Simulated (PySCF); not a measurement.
## Broadened absorption spectrum of nitrosyl fluoride

Compound: nitrosyl fluoride, FNO.
SMILES: `O=NF`

Computed with TDDFT wB97X-D/def2-SVPD, vertical, gas phase, core orbitals frozen in the response in PySCF. Isolated species at its PBE0-D3(BJ)/def2-SVP geometry, gas phase.

Computed states:

| state | E (eV) | f |
| --- | --- | --- |
| S1 | 4.02 | 0.0020 |
| S2 | 6.25 | 0.0003 |
| S3 | 7.10 | 0.0053 |
| S4 | 9.49 | 0.078 |
| S5 | 9.71 | 0.0011 |
| S6 | 9.91 | 0.0012 |

Each state is given a Gaussian of 0.25 eV full width at half maximum, with ε(max) = 2.175×10⁸ f / Δν̃ (Δν̃ the width in cm⁻¹). The width is an assumption, not a result. The curve ends short of the highest state used, and states not computed would add to its high-energy end.

Problem. Give the broadened spectrum and its maxima.

Solution. 
| E (eV) | ε (L mol⁻¹ cm⁻¹) |
| --- | --- |
| 3.64 | 0 |
| 3.89 | 104 |
| 4.13 | 121 |
| 4.38 | 1 |
| 4.63 | 0 |
| 4.87 | 0 |
| 5.12 | 0 |
| 5.37 | 0 |
| 5.61 | 0 |
| 5.86 | 0 |
| 6.10 | 12 |
| 6.35 | 21 |
| 6.60 | 0 |
| 6.84 | 28 |
| 7.09 | 572 |
| 7.34 | 46 |
| 7.58 | 0 |
| 7.83 | 0 |
| 8.07 | 0 |
| 8.32 | 0 |
| 8.57 | 0 |
| 8.81 | 0 |
| 9.06 | 3 |
| 9.31 | 2086 |

Maxima: 309 nm (4.02 eV), ε about 210, made up of S1 (100%); 198 nm (6.25 eV), ε about 32, made up of S2 (100%); 175 nm (7.10 eV), ε about 570, made up of S3 (100%) (ε in L mol⁻¹ cm⁻¹; maxima over ε = 5, shares over 10%). At its high-energy end, 9.31 eV, the curve is still rising (ε about 2100, from S4).

Problem. What would ε be at 7.10 eV, the highest of these maxima, with half the width (0.125 eV)?

Solution. About 1150 L mol⁻¹ cm⁻¹ against 575, a factor of about 2.00; a lone state at its own centre would give exactly 2.

Problem. Coming from long wavelengths, where does ε first pass 100 L mol⁻¹ cm⁻¹?

Solution. At about 319 nm (3.89 eV), 0.13 eV below S1.

Problem. On this curve, what absorbance would a 10⁻⁴ mol/L sample give at 193 nm over a 1 cm path?

Solution. 193 nm is 6.424 eV, where ε is about 8.7 L mol⁻¹ cm⁻¹, so A = ε c l ≈ 0.00087 (Beer–Lambert, with the gas-phase spectrum and the assumed width).
